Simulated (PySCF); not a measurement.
C5H4O.
SMILES: `O=CC#CC=C`

Level of theory: EOM-IP-CCSD/aug-cc-pVDZ in PySCF, restricted Hartree–Fock reference, frozen core, non-relativistic, gas phase, PBE0-D3(BJ)/def2-SVP geometry.

Hartree–Fock orbital energies give these Koopmans values (eV): HOMO 9.86, HOMO-1 11.25, HOMO-2 12.35, HOMO-3 12.97, HOMO-4 15.22, HOMO-5 15.26, HOMO-6 17.48, HOMO-7 18.04.

Question: What vertical ionisation energies does EOM-IP-CCSD give?

Answer: 
```json
{"leading hole (HF orbital)": "HOMO", "Koopmans (eV)": "9.86", "EOM-IP-CCSD (eV)": "9.92", "change (eV)": "+0.06", "one-hole share": "0.96"}
{"leading hole (HF orbital)": "HOMO-2", "Koopmans (eV)": "12.35", "EOM-IP-CCSD (eV)": "10.28", "change (eV)": "-2.07", "one-hole share": "0.93"}
{"leading hole (HF orbital)": "HOMO-1", "Koopmans (eV)": "11.25", "EOM-IP-CCSD (eV)": "10.93", "change (eV)": "-0.32", "one-hole share": "0.96"}
{"leading hole (HF orbital)": "HOMO-3", "Koopmans (eV)": "12.97", "EOM-IP-CCSD (eV)": "12.48", "change (eV)": "-0.49", "one-hole share": "0.93"}
{"leading hole (HF orbital)": "HOMO-5", "Koopmans (eV)": "15.26", "EOM-IP-CCSD (eV)": "13.93", "change (eV)": "-1.33", "one-hole share": "0.95"}
{"leading hole (HF orbital)": "HOMO-4", "Koopmans (eV)": "15.22", "EOM-IP-CCSD (eV)": "14.29", "change (eV)": "-0.93", "one-hole share": "0.90"}
{"leading hole (HF orbital)": "HOMO-6", "Koopmans (eV)": "17.48", "EOM-IP-CCSD (eV)": "15.54", "change (eV)": "-1.94", "one-hole share": "0.93"}
{"leading hole (HF orbital)": "HOMO-7", "Koopmans (eV)": "18.04", "EOM-IP-CCSD (eV)": "15.86", "change (eV)": "-2.18", "one-hole share": "0.93"}
```

Question: Does the order of the lines follow the orbital energies?

Answer: No: the HOMO-2 hole (10.28 eV) falls below the HOMO-1 hole (10.93 eV); the HOMO-5 hole (13.93 eV) falls below the HOMO-4 hole (14.29 eV). The corrections run from -2.18 to +0.06 eV, with a mean of -1.15 eV over the 8 lines; EOM-IP-CCSD lies above the Koopmans value for HOMO.

Question: At what kinetic energies would He I light (21.22 eV) eject these electrons?

Answer: 11.30 eV (HOMO), 10.94 eV (HOMO-2), 10.29 eV (HOMO-1), 8.74 eV (HOMO-3), 7.29 eV (HOMO-5), 6.93 eV (HOMO-4), 5.68 eV (HOMO-6), 5.36 eV (HOMO-7).

Question: What total energy has the lowest final state, and which wavelength reaches it?

Answer: E(CCSD) + ionisation energy = -267.34486 + 0.36460 = -266.98026 Eh, at the geometry of the initial state. The threshold wavelength is 1239.84 eV nm/9.92 eV = 125.0 nm.

One root was sought for each valence orbital with −ε under 21 eV, eight at most, so deeper holes and satellites are missing; no vibrational structure.
